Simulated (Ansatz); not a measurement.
Rock-salt BaS, treated with r²SCAN0 in Ansatz (plane waves, PAW).

Run with plane-wave cutoff 520 eV, 8×8×8 k mesh, Fermi–Dirac smearing 0.01 eV, scalar-relativistic PAW data made under PBE.

Pressure at four volumes; x = ln(V/32.957 Å³). One pressure is withheld.

```
V (Å³/atom)        x  P (GPa)
-----------  -------  -------
31.310       -0.0513        ?
31.890       -0.0329     1.65
32.957        0.0000     0.02
34.605        0.0488    -1.99
```

Question: Pass a parabola P(x) through the three rows shown, estimate the bulk modulus and its pressure derivative near zero pressure, and predict the withheld pressure.

Answer: Slopes between the rows: (0.02 − (1.65))/(0.0000 − (-0.0329)) = -49.54 and (-1.99 − (0.02))/(0.0488 − (0.0000)) = -41.19 GPa. Their difference over the span 0.0817 is c = 8.35/0.0817 = 102.2 GPa, so P(x) = 1.65 + (-49.54)(x − (-0.0329)) + 102.2 (x − (-0.0329))(x − (0.0000)). At the middle row B = −dP/dx = −[-49.54 + 102.2 × 0.0329] = 46.2 GPa, and B′ = dB/dP = 2c/B = 4.4. At x = -0.0513 the parabola gives 2.66 GPa; the run gives 2.66 GPa. The Birch–Murnaghan fit to the energies at all volumes has B0 = 45.8 GPa and B′ = 4.5.

Spin–orbit coupling is not included.

Ansatz is a quantum-chemistry and plane-wave program.
